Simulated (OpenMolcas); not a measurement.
## How methods differ on AlNH4 (SMILES [NH2][AlH2])

The species is AlNH4 (6 atoms), meant as a singlet with charge 0. SMILES: `[NH2][AlH2]`. Geometry: a GFN2-xTB relaxation, a rough one for these elements and not checked as a minimum.

```csv
atom,x (Å),y (Å),z (Å)
N,0.0333,-0.9536,0.0825
Al,-0.0241,0.8126,-0.0759
H,0.5450,-1.6048,-0.5026
H,-0.4499,-1.5022,0.7866
H,0.0937,1.5182,-1.4412
H,-0.1981,1.7298,1.1506
```

Quantity: the energy change with the N1–H3 bond stretched from 1.014 to 1.268 Å, in eV. The values are calculated.

```json
{"level": "SVWN5/STO-3G (restricted)", "kind": "LDA", "program": "OpenMolcas", "value (eV)": "0.83", "less FCI/STO-3G": "+0.02", "CPU time (all runs)": "8 s"}
{"level": "PBE/STO-3G (restricted)", "kind": "GGA", "program": "OpenMolcas", "value (eV)": "0.77", "less FCI/STO-3G": "-0.04", "CPU time (all runs)": "9.5 s"}
{"level": "r2SCAN/STO-3G (restricted)", "kind": "meta-GGA", "program": "OpenMolcas", "value (eV)": "0.88", "less FCI/STO-3G": "+0.07", "CPU time (all runs)": "11 s"}
{"level": "M06-2X/STO-3G (restricted)", "kind": "hybrid meta-GGA", "program": "OpenMolcas", "value (eV)": "0.95", "less FCI/STO-3G": "+0.14", "CPU time (all runs)": "11 s"}
{"level": "B2PLYP/STO-3G (restricted)", "kind": "double hybrid", "program": "OpenMolcas", "value (eV)": "0.91", "less FCI/STO-3G": "+0.10", "CPU time (all runs)": "8.6 s"}
{"level": "MP2/STO-3G (restricted)", "kind": "perturbation theory", "program": "OpenMolcas", "value (eV)": "0.95", "less FCI/STO-3G": "+0.14", "CPU time (all runs)": "3.3 s"}
{"level": "ACPF/STO-3G (restricted)", "kind": "coupled cluster or CI", "program": "OpenMolcas", "value (eV)": "0.81", "less FCI/STO-3G": "0.00", "CPU time (all runs)": "3.5 s"}
{"level": "CISD/STO-3G (restricted)", "kind": "coupled cluster or CI", "program": "OpenMolcas", "value (eV)": "0.86", "less FCI/STO-3G": "+0.05", "CPU time (all runs)": "3.5 s"}
{"level": "FCI/STO-3G", "kind": "exact in the basis", "program": "OpenMolcas", "value (eV)": "0.81", "less FCI/STO-3G": "0.00", "CPU time (all runs)": "100 s"}
```

FCI/STO-3G is exact within its basis and frozen core, so for wave-function methods in that basis the difference is their error; functionals converge differently with the basis, so for them it is only a difference. The first shape isn't each level's own minimum. The values span 0.77 to 0.95 eV. All rows use very small basis sets, so even the best lies far from the true value. Times are those of the runs behind each value, whatever else they computed, on shared processors of several kinds: orders of magnitude only.
